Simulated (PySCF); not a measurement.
**Gas-phase XPS of protonated nitrous oxide, computed**

Protonated nitrous oxide, HN₂O (charge +1).
Geometry (PBE0-D3(BJ)/def2-SVP, Å), atoms numbered from 1 in this order:
```
atom  x, y, z in Å
N1     1.5727   -0.0947   -0.2875
N2     0.4726   -0.0791   -0.1781
O3    -0.7371   -0.1757    0.0895
H4    -1.2878    0.3590   -0.5413
```

The calculation used delta-SCF UKS SCAN, pcX-2 on the ionised atom, pcseg-1 elsewhere, spin-free X2C in PySCF 2.14.0. Binding energies are ΔSCF values: E(core-ionised, relaxed orbitals) − E(ground state) at a fixed geometry, referred to the vacuum level.

Task: What binding energy does each computed site have?

Result: 
```tsv
atom(s)	bonded to	level	binding energy (eV)	above the level's lowest (eV)	count
N1	N (triple bond)	N 1s	418.44	0.00	1
N2	O and N (triple bond)	N 1s	421.03	+2.59	1
O3	N and H	O 1s	552.01	0.00	1
```

Lowest listed N 1s: N1, bonded to N (triple bond). Highest, 2.59 eV above it: N2, bonded to O and N (triple bond).

Task: Which effective nuclear charge Zeff reproduces each element's mean 1s value in the hydrogen-like formula E = 13.606 eV × Zeff²?

Result: N (Z = 7): mean 419.7 eV, Zeff = 5.55, Z − Zeff = 1.45; O (Z = 8): mean 552.0 eV, Zeff = 6.37, Z − Zeff = 1.63. Means run over the listed sites, weighted by atom count.

The species carries charge +1, so core ionisation leaves charge +2. Isolated species at its PBE0-D3(BJ)/def2-SVP geometry, gas phase.

Time: 3.9 s wall. Hardware: one thread of an Arm Neoverse V1 (shared host).
